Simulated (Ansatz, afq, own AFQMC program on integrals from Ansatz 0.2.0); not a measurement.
**BHO+ (doublet): quantum Monte Carlo beside coupled cluster, cc-pVQZ**

How near does AFQMC come to the top of the ladder for BHO+ (doublet)?

Method: cc-pVQZ, frozen cores; program: Ansatz 0.2.0, Gaussian basis, and an in-house AFQMC program (afq) on its integrals; all values are calculated.

The runs, in order: PBE (unrestricted); r2SCAN (unrestricted); PBE0 (unrestricted); B3LYP (unrestricted); CCSD(T) on UHF; wB97M-V (unrestricted); B2PLYP (unrestricted); CCSD(T) on UHF; CCSD(T) on UHF; Phaseless AFQMC, CISD trial on UHF.

## (1) The system

The geometry is a PBE0/def2-TZVP stationary point (not a proven minimum) of the parent state, kept for this charge and spin.

3 atoms, charge 1, spin multiplicity 2.

Atoms are counted from 1 here; the program's logs count them from 0.

Bond lengths: B1–O2 1.272 Å, O2–H3 0.952 Å. Angles: B1–O2–H3 180.0°.

## (2) PBE (unrestricted)

The input, in.yaml:

```yaml
crystal:
  periodic: [false, false, false]
  atoms:
    - {symbol: B, position_ang: [0.000000, 0.000000, 1.165459]}
    - {symbol: O, position_ang: [0.000000, 0.000000, -0.106612]}
    - {symbol: H, position_ang: [0.000000, 0.000000, -1.058847]}
basis:
  gaussian: {orbitals: cc-pVQZ}
total_charge: 1
magnetization: {spin_polarized: true, initial_magnetization: 1}
hamiltonian: {xc: {name: PBE}}
output: {orbitals: {seedname: orbitals}}
```

Run with:

```
$ ansatz run in.yaml --threads 1 --pin off --events-out ev --progress --plain --max-ram 5632MiB --backend cpu
```

The log of the run:

```text
Functional definition: PBE
  name "PBE"
  cite "Perdew, Burke & Ernzerhof, Phys. Rev. Lett. 77, 3865 (1996) doi:10.1103/PhysRevLett.77.3865"
  parent pbe
  parameter kappa = 0.804
  parameter beta = 0.06672455060314922
  exchange = pbe_x(kappa = kappa, mu = beta*pi^2/3)
  correlation = pbe_c(beta = beta)
421 factors; their error is unknown
mean field evaluation 1: about -2705.0247 eV, gradient 8.5e1 eV
mean field evaluation 2: about -2579.1821 eV, gradient 1.5e2 eV
mean field evaluation 4: about -2726.2362 eV, gradient 1.1e1 eV
mean field evaluation 8: about -2726.7071 eV, gradient 1.2e-1 eV
mean field evaluation 16: about -2726.7072 eV, gradient 6.9e-6 eV
mean field -2726.70717953 eV, -100.2046406192 hartree, gradient 6.9e-6 eV, S^2 0.758158; 0 other end points of the search recorded, 0 dependent functions left out
reference -2726.70721054 eV, -100.2046417588 hartree; 7, 6 occupied and 133, 134 virtual orbitals, 421 factors
Total energy: -2726.70721054 eV, -100.2046417588 hartree
```

It took 1.2 s on 1 thread of AMD EPYC 7R13 (Zen 3), shared host; peak memory 1.8 GiB.

From the report: ⟨S²⟩ of the determinant 0.758 (pure doublet: 0.75).

## (3) r2SCAN (unrestricted)

Edit in.yaml of step 2 so:

```diff
@@ -10,3 +10,2 @@
 magnetization: {spin_polarized: true, initial_magnetization: 1}
-hamiltonian: {xc: {name: PBE}}
-output: {orbitals: {seedname: orbitals}}
+hamiltonian: {xc: {name: r2SCAN}}
```

Same command.

The log of the run:

```text
Functional definition: r2SCAN
  name "r2SCAN"
  cite "Furness, Kaplan, Ning, Perdew & Sun, J. Phys. Chem. Lett. 11, 8208 (2020) doi:10.1021/acs.jpclett.0c02405"
  cite "Furness, Kaplan, Ning, Perdew & Sun, J. Phys. Chem. Lett. 11, 9248 (2020) doi:10.1021/acs.jpclett.0c03077"
  parent r2scan
  parameter k0 = 0.174
  parameter k1 = 0.065
  parameter a1 = 4.9479
  exchange = r2scan_x(k0 = k0, k1 = k1, a1 = a1)
  correlation = r2scan_c
421 factors; their error is unknown
mean field evaluation 1: about -2709.6466 eV, gradient 7.9e1 eV
mean field evaluation 2: about -2600.9769 eV, gradient 1.4e2 eV
mean field evaluation 4: about -2728.3855 eV, gradient 7.7e0 eV
mean field evaluation 8: about -2728.6000 eV, gradient 1.1e-1 eV
mean field evaluation 16: about -2728.6000 eV, gradient 7.1e-5 eV
mean field -2728.59997334 eV, -100.2741995087 hartree, gradient 7.1e-5 eV, S^2 0.762704; 0 other end points of the search recorded, 0 dependent functions left out
reference -2728.59998288 eV, -100.2741998594 hartree; 7, 6 occupied and 133, 134 virtual orbitals, 421 factors
Total energy: -2728.59998288 eV, -100.2741998594 hartree
```

It took 2 s on 1 thread of AMD EPYC 7R13 (Zen 3), shared host; peak memory 1.8 GiB.

From the report: ⟨S²⟩ of the determinant 0.763 (pure doublet: 0.75).

## (4) PBE0 (unrestricted)

Edit in.yaml of step 3 so:

```diff
@@ -10,2 +10,3 @@
 magnetization: {spin_polarized: true, initial_magnetization: 1}
-hamiltonian: {xc: {name: r2SCAN}}
+hamiltonian: {xc: {name: PBE0}}
+output: {orbitals: {seedname: orbitals}}
```

Same command.

The log of the run:

```text
Functional definition: PBE0
  name "PBE0"
  cite "Adamo & Barone, J. Chem. Phys. 110, 6158 (1999) doi:10.1063/1.478522"
  cite "Perdew, Burke & Ernzerhof, Phys. Rev. Lett. 77, 3865 (1996) doi:10.1103/PhysRevLett.77.3865"
  parent pbe
  parameter a = 0.25
  parameter kappa = 0.804
  parameter beta = 0.06672455060314922
  exchange = (1 - a)*pbe_x(kappa = kappa, mu = beta*pi^2/3) + a*exact_x
  correlation = pbe_c(beta = beta)
426 factors; their error is unknown
mean field evaluation 1: about -2709.7366 eV, gradient 7.5e1 eV
mean field evaluation 2: about -2623.7658 eV, gradient 1.4e2 eV
mean field evaluation 4: about -2726.6752 eV, gradient 5.3e0 eV
mean field evaluation 8: about -2726.7768 eV, gradient 3.5e-2 eV
mean field evaluation 16: about -2726.7768 eV, gradient 2.0e-5 eV
mean field -2726.77676887 eV, -100.2071979802 hartree, gradient 2.0e-5 eV, S^2 0.757627; 0 other end points of the search recorded, 0 dependent functions left out
reference -2726.77679170 eV, -100.2071988192 hartree; 7, 6 occupied and 133, 134 virtual orbitals, 426 factors
Total energy: -2726.77679170 eV, -100.2071988192 hartree
```

It took 1.4 s on 1 thread of AMD EPYC 7R13 (Zen 3), shared host; peak memory 1.8 GiB.

From the report: ⟨S²⟩ of the determinant 0.758 (pure doublet: 0.75).

## (5) B3LYP (unrestricted)

Edit in.yaml of step 4 so:

```diff
@@ -10,3 +10,2 @@
 magnetization: {spin_polarized: true, initial_magnetization: 1}
-hamiltonian: {xc: {name: PBE0}}
-output: {orbitals: {seedname: orbitals}}
+hamiltonian: {xc: {name: B3LYP}}
```

Launched as before.

The log of the run, cut to the lines that bear on the results:

```text
Functional definition: B3LYP
  name "B3LYP"
  cite "Stephens, Devlin, Chabalowski & Frisch, J. Phys. Chem. 98, 11623 (1994) doi:10.1021/j100096a001"
  cite "Becke, Phys. Rev. A 38, 3098 (1988) doi:10.1103/PhysRevA.38.3098"
  cite "Lee, Yang & Parr, Phys. Rev. B 37, 785 (1988) doi:10.1103/PhysRevB.37.785"
  cite "Vosko, Wilk & Nusair, Can. J. Phys. 58, 1200 (1980) doi:10.1139/p80-159"
[...]
421 factors; their error is unknown
[...]
mean field -2730.07166847 eV, -100.3282833074 hartree, gradient 3.1e-5 eV, S^2 0.754765; 0 other end points of the search recorded, 0 dependent functions left out
reference -2730.07183336 eV, -100.3282893668 hartree; 7, 6 occupied and 133, 134 virtual orbitals, 421 factors
Total energy: -2730.07183336 eV, -100.3282893668 hartree
```

Wall time 1.6 s (1 thread of AMD EPYC 7R13 (Zen 3), shared host); peak memory 1.8 GiB.

From the report: ⟨S²⟩ of the determinant 0.755 (pure doublet: 0.75).

## (6) CCSD(T) on UHF

Edit in.yaml of step 5 so:

```diff
@@ -10,2 +10,2 @@
 magnetization: {spin_polarized: true, initial_magnetization: 1}
-hamiltonian: {xc: {name: B3LYP}}
+correlation: {method: ccsd_t, electrons: outside_noble_gas, hamiltonian_folder: ham}
```

Run with:

```
$ ansatz run in.yaml --threads 1 --pin off --events-out ev --progress --plain --max-ram 16896MiB --backend cuda --devices 0, --max-vram 18GiB
```

The log of the run, cut to the lines that bear on the results:

```text
Functional definition: HF
  name "HF"
  cite "Fock, Z. Phys. 61, 126 (1930) doi:10.1007/BF01340294"
  parent pbe
[...]
856 factors; integrals over basis functions are off by at most 1.3e-3 eV
[...]
mean field -2716.56218434 eV, -99.8318189227 hartree, gradient 4.6e-6 eV, S^2 0.760611; 0 other end points of the search recorded, 0 dependent functions left out
2 core orbitals not correlated: weight in the atoms' cores, before any rotation towards them, 1.000 or more for the frozen orbitals, at most 0.000 for the correlated occupied ones
reference -2716.56218434 eV, -99.8318189227 hartree; 5, 4 occupied and 133, 134 virtual orbitals, 856 factors
second order -8.27542780 eV of doubles, -0.00000000 eV of singles
cycle   1  -8.06809223 eV  change    2.1e-1 eV  update   7.1e-2
[...]
cycle  10  -8.32662149 eV  change    1.0e-6 eV  update   7.4e-6
perturbative correction -0.35355727 eV, -0.0129929900 hartree
Total energy: -2725.24236310 eV, -100.1508096084 hartree
```

Wall time 10 s (1 × NVIDIA H100 80GB HBM3 with 1 thread of AMD EPYC 7R13 (Zen 3), shared host); peak host memory 1.8 GiB.

From the report: ⟨S²⟩ of the determinant 0.761 (pure doublet: 0.75); correlation -8.6802 eV; T1 0.019; largest double amplitude 0.04.

This run also writes the integrals to the folder ham.

## (7) wB97M-V (unrestricted)

Edit in.yaml of step 6 so:

```diff
@@ -10,2 +10,3 @@
 magnetization: {spin_polarized: true, initial_magnetization: 1}
-correlation: {method: ccsd_t, electrons: outside_noble_gas, hamiltonian_folder: ham}
+hamiltonian: {xc: {name: wB97M-V}}
+output: {orbitals: {seedname: orbitals}}
```

Run with:

```
$ ansatz run in.yaml --threads 1 --pin off --events-out ev --progress --plain --max-ram 5632MiB --backend cpu
```

The log of the run, cut to the lines that bear on the results:

```text
Functional definition: wB97M-V
  name "wB97M-V"
  cite "Mardirossian & Head-Gordon, J. Chem. Phys. 144, 214110 (2016) doi:10.1063/1.4952647"
  cite "Becke, J. Chem. Phys. 107, 8554 (1997) doi:10.1063/1.475007"
  cite "Vydrov & Van Voorhis, J. Chem. Phys. 133, 244103 (2010) doi:10.1063/1.3521275"
  # Of w^i u^j: cxij and so on, Table III.
[...]
  gx(w, u) = 1 - cx + cx01*u + cx10*w
  gss(w, u) = css00 + css04*u^4 + css10*w + css20*w^2 + css43*w^4*u^3
  gos(w, u) = cos00 + cos10*w + (cos20 + cos21*u)*w^2 + (cos60 + cos61*u)*w^6
[...]
      + integral(e_c_pw_mod_opposite_spin*gos(b97_w_opposite, b97_u_opposite)) + vv10(b, c)
421 factors; their error is unknown
124 factors; integrals over basis functions are off by at most 2.4e-5 eV
[...]
mean field -2729.07676507 eV, -100.2917212817 hartree, gradient 7.0e-5 eV, S^2 0.754712; 0 other end points of the search recorded, 0 dependent functions left out
reference -2729.07679717 eV, -100.2917224614 hartree; 7, 6 occupied and 133, 134 virtual orbitals, 421 factors
Total energy: -2729.07679717 eV, -100.2917224614 hartree
```

It took 4.2 s on 1 thread of AMD EPYC 7R13 (Zen 3), shared host; peak memory 1.8 GiB.

From the report: ⟨S²⟩ of the determinant 0.755 (pure doublet: 0.75).

## (8) B2PLYP (unrestricted)

Edit in.yaml of step 7 so:

```diff
@@ -10,3 +10,3 @@
 magnetization: {spin_polarized: true, initial_magnetization: 1}
-hamiltonian: {xc: {name: wB97M-V}}
-output: {orbitals: {seedname: orbitals}}
+hamiltonian: {xc: {name: B2PLYP}}
+correlation: {electrons: outside_noble_gas}
```

The command is unchanged.

The log of the run, cut to the lines that bear on the results:

```text
Functional definition: B2PLYP
  name "B2PLYP"
  cite "Grimme, J. Chem. Phys. 124, 034108 (2006) doi:10.1063/1.2148954"
  cite "Becke, Phys. Rev. A 38, 3098 (1988) doi:10.1103/PhysRevA.38.3098"
  cite "Lee, Yang & Parr, Phys. Rev. B 37, 785 (1988) doi:10.1103/PhysRevB.37.785"
[...]
856 factors; integrals over basis functions are off by at most 1.3e-3 eV
[...]
mean field -2725.56206644 eV, -100.1625584895 hartree, gradient 3.4e-6 eV, S^2 0.755498; 0 other end points of the search recorded, 0 dependent functions left out
2 core orbitals not correlated: weight in the atoms' cores, before any rotation towards them, 1.000 or more for the frozen orbitals, at most 0.000 for the correlated occupied ones
reference -2725.56216903 eV, -100.1625622595 hartree; 5, 4 occupied and 133, 134 virtual orbitals, 856 factors
second order -9.99229737 eV of doubles, -0.00000000 eV of singles
Total energy: -2728.26008932 eV, -100.2617090014 hartree
```

Run time: 4 s. Hardware: 1 thread of AMD EPYC 7R13 (Zen 3), shared host; peak memory 1.8 GiB.

From the report: ⟨S²⟩ of the determinant 0.755 (pure doublet: 0.75).

## (9) CCSD(T) on UHF

Edit in.yaml of step 8 so:

```diff
@@ -7,6 +7,5 @@
 basis:
-  gaussian: {orbitals: cc-pVQZ}
+  gaussian: {orbitals: def2-TZVPP}
 total_charge: 1
 magnetization: {spin_polarized: true, initial_magnetization: 1}
-hamiltonian: {xc: {name: B2PLYP}}
-correlation: {electrons: outside_noble_gas}
+correlation: {method: ccsd_t, electrons: outside_noble_gas}
```

Run with:

```
$ ansatz run in.yaml --threads 1 --pin off --events-out ev --progress --plain --max-ram 16896MiB --backend cuda --devices 0, --max-vram 18GiB
```

The log of the run, cut to the lines that bear on the results:

```text
Functional definition: HF
  name "HF"
  cite "Fock, Z. Phys. 61, 126 (1930) doi:10.1007/BF01340294"
  parent pbe
[...]
479 factors; integrals over basis functions are off by at most 1.3e-3 eV
[...]
mean field -2716.47045174 eV, -99.8284478115 hartree, gradient 4.3e-6 eV, S^2 0.760559; 0 other end points of the search recorded, 0 dependent functions left out
2 core orbitals not correlated: weight in the atoms' cores, before any rotation towards them, 1.000 or more for the frozen orbitals, at most 0.000 for the correlated occupied ones
reference -2716.47045174 eV, -99.8284478115 hartree; 5, 4 occupied and 69, 70 virtual orbitals, 479 factors
second order -7.63145853 eV of doubles, -0.00000000 eV of singles
cycle   1  -7.50681944 eV  change    1.2e-1 eV  update   7.2e-2
[...]
cycle  10  -7.76170519 eV  change   -1.9e-6 eV  update   7.5e-6
perturbative correction -0.31401924 eV, -0.0115399943 hartree
Total energy: -2724.54617617 eV, -100.1252252106 hartree
```

It took 4.8 s on 1 × NVIDIA H100 80GB HBM3 with 1 thread of AMD EPYC 7R13 (Zen 3), shared host; peak host memory 1.8 GiB.

From the report: ⟨S²⟩ of the determinant 0.761 (pure doublet: 0.75); correlation -8.0757 eV; T1 0.020; largest double amplitude 0.04.

## (10) CCSD(T) on UHF

Edit in.yaml of step 9 so:

```diff
@@ -7,3 +7,3 @@
 basis:
-  gaussian: {orbitals: def2-TZVPP}
+  gaussian: {orbitals: "def2-QZVPP.json"}
 total_charge: 1
```

Launched as before.

The log of the run, cut to the lines that bear on the results:

```text
Functional definition: HF
  name "HF"
  cite "Fock, Z. Phys. 61, 126 (1930) doi:10.1007/BF01340294"
  parent pbe
[...]
894 factors; integrals over basis functions are off by at most 1.3e-3 eV
[...]
mean field -2716.60058135 eV, -99.8332299866 hartree, gradient 3.3e-6 eV, S^2 0.760624; 0 other end points of the search recorded, 0 dependent functions left out
2 core orbitals not correlated: weight in the atoms' cores, before any rotation towards them, 1.000 or more for the frozen orbitals, at most 0.000 for the correlated occupied ones
reference -2716.60058135 eV, -99.8332299866 hartree; 5, 4 occupied and 137, 138 virtual orbitals, 894 factors
second order -8.24631461 eV of doubles, -0.00000000 eV of singles
cycle   1  -8.04294247 eV  change    2.0e-1 eV  update   7.1e-2
[...]
cycle  10  -8.30066013 eV  change    1.3e-6 eV  update   7.3e-6
perturbative correction -0.35242227 eV, -0.0129512796 hartree
Total energy: -2725.25366375 eV, -100.1512248996 hartree
```

Wall time 4.6 s (1 × NVIDIA H100 80GB HBM3 with 1 thread of AMD EPYC 7R13 (Zen 3), shared host); peak host memory 1.8 GiB.

From the report: ⟨S²⟩ of the determinant 0.761 (pure doublet: 0.75); correlation -8.6531 eV; T1 0.019; largest double amplitude 0.04.

## (11) Phaseless AFQMC, CISD trial on UHF

It reads the integrals that the CCSD(T) run on this determinant wrote.

Run with:

```
$ afq ham --method phaseless --trial cisd --walkers 200 --populations 10 --least-time 60 --time-step 0.005 --steps-per-block 50 --equilibration-blocks 28 --max-blocks 4000 --target-error 0.00018 --factor-cut 1e-05 --start spin_pure --seed 5825 --release-times 0.24,0.51,0.99,1.62,2.4 --release-step 0.03 --release-every 3 --taylor-order 6
```

The log of the run:

```text
orbitals 138  electrons 5 4  factors 856 of 856
reference energy -99.83181892 Eh
CCSD correlation -0.30599781 Eh in 10 cycles, weight of the determinant in the CISD state 0.9206
energy of the start -100.137543 Eh
 block  time / (1/Eh)  mean weight  energy / Eh
     1     0.250  1.0001  -100.138660
     2     0.500  0.9989  -100.142810
     3     0.750  0.9992  -100.144505
     4     1.000  0.9969  -100.146866
     5     1.250  1.0012  -100.150841
     6     1.500  1.0012  -100.149013
     7     1.750  1.0011  -100.145231
     8     2.000  0.9974  -100.151898
     9     2.250  0.9992  -100.159080
    10     2.500  1.0003  -100.153715
    14     3.500  0.9991  -100.148440
    27     6.750  0.9994  -100.161543
    40    10.000  0.9999  -100.153222
    53    13.250  1.0004  -100.151362
    66    16.500  1.0023  -100.153280
    79    19.750  0.9996  -100.156578
    92    23.000  0.9991  -100.151266
   105    26.250  0.9969  -100.149497
   118    29.500  0.9989  -100.155944
   131    32.750  0.9993  -100.151271
   144    36.000  1.0008  -100.153612
   157    39.250  0.9976  -100.149157
   170    42.500  1.0008  -100.156624
   183    45.750  1.0007  -100.147502
   196    49.000  0.9979  -100.149833
   209    52.250  1.0005  -100.155867
   222    55.500  0.9976  -100.161065
   235    58.750  0.9986  -100.158066
   248    62.000  1.0026  -100.147454
   261    65.250  1.0000  -100.156592
   274    68.500  1.0010  -100.149825
   287    71.750  0.9992  -100.147332
   300    75.000  1.0005  -100.144378
   313    78.250  1.0022  -100.152111
   326    81.500  1.0011  -100.151267
   339    84.750  1.0001  -100.149933
   352    88.000  1.0006  -100.148285
   365    91.250  1.0002  -100.150839
   378    94.500  1.0011  -100.154543
   391    97.750  1.0000  -100.147724
   404   101.000  0.9993  -100.142757
   417   104.250  0.9989  -100.148647
   430   107.500  1.0005  -100.151483
   443   110.750  0.9993  -100.150675
   456   114.000  0.9972  -100.147548
   469   117.250  1.0024  -100.149436
   482   120.500  0.9980  -100.148736
   495   123.750  1.0011  -100.151906
   508   127.000  1.0024  -100.151877
   521   130.250  1.0009  -100.153252
   534   133.500  1.0026  -100.162785
error from the spread of 10 populations
released: time / (1/Eh)  energy / Eh  error  mean overlap
  0.24  -100.151130  0.000217  0.9932
  0.51  -100.151277  0.000160  0.9870
  0.99  -100.151771  0.000251  0.9729
  1.62  -100.151297  0.000174  0.9649
  2.40  -100.151772  0.000385  0.9373
energy -100.151132 +/- 0.000288 Eh
```

Run time: 4.1 min. Hardware: 1 × NVIDIA H100 80GB HBM3 with 2 threads of AMD EPYC 7R13 (Zen 3), shared host; peak host memory 2.3 GiB.

Energy -2725.2511 ± 0.0078 eV. Caveats: constraint bias not in the error; error above the target.

## (12) All levels side by side

On the UHF determinant, counted from CCSD(T) (a yardstick, not exact):

```
                                               level  energy (eV)  from CCSD(T) (kcal/mol)  statistical error (kcal/mol)     time
                                                  HF   -2716.5622                  +200.17                                       
                                                 MP2   -2724.8376                    +9.33                                       
                                                CCSD   -2724.8888                    +8.15                                       
                                             CCSD(T)   -2725.2424                     0.00                                       
Phaseless AFQMC, CISD trial, step 0.005, 200 walkers   -2725.2511                    -0.20                          0.18  4.1 min
```

The functionals' totals stand on their own zeros and serve differences with other points: PBE -2726.707 eV; r2SCAN -2728.600 eV; PBE0 -2726.777 eV; B3LYP -2730.072 eV; wB97M-V -2729.077 eV; B2PLYP -2728.260 eV.

## (13) Results

```
                                       quantity                  value
Phaseless AFQMC, CISD trial on UHF from CCSD(T)  -0.20 ± 0.18 kcal/mol
```

**Reading.** On UHF the phaseless walk with the CISD trial lies -0.20 kcal/mol from CCSD(T), within three error bars. Error bars are statistical and leave out the constraint, the time step and what remains of the start.
